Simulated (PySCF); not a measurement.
This PySCF input (PBE0/6-311+G**) gives -343.01181 Eh with 48 basis functions.

```python
import numpy as np, basis_set_exchange as bse
from pyscf import gto, scf, dft, df

basis = {'H': gto.basis.parse(bse.get_basis('6-311+G**', elements=['H'], fmt='nwchem')), 'P': gto.basis.parse(bse.get_basis('6-311+G**', elements=['P'], fmt='nwchem'))}
mol = gto.M(
    atom='''
    P     0.00293147    0.00160888    0.12817703
    H    -0.00384980    1.18388197   -0.65609339
    H     1.01199153   -0.61366513   -0.65676338
    H    -1.05211382   -0.59435001   -0.60979871
    ''',
    basis=basis,
    charge=0,
    verbose=4,
    max_memory=8640,
)
mf = dft.RKS(mol, xc='pbe0')
mf.grids.level = 3
mf = mf.density_fit(auxbasis=df.autoaux(mol))
mf.conv_tol = 1e-9
mf.max_cycle = 100
print('smallest overlap eigenvalue', np.linalg.eigvalsh(mol.intor('int1e_ovlp'))[0])
mf.kernel()
dip = mf.dip_moment()
```

Change:
```diff
- basis = {'H': gto.basis.parse(bse.get_basis('6-311+G**', elements=['H'], fmt='nwchem')), 'P': gto.basis.parse(bse.get_basis('6-311+G**', elements=['P'], fmt='nwchem'))}
+ basis = {'H': gto.basis.parse(bse.get_basis('aug-cc-pV(T+d)Z', elements=['H'], fmt='nwchem')), 'P': gto.basis.parse(bse.get_basis('aug-cc-pV(T+d)Z', elements=['P'], fmt='nwchem'))}
```

Task: What does the run give now?

Result: -343.02259 Eh (PBE0/aug-cc-pV(T+d)Z, 124 functions), a change of -10.78 mEh.
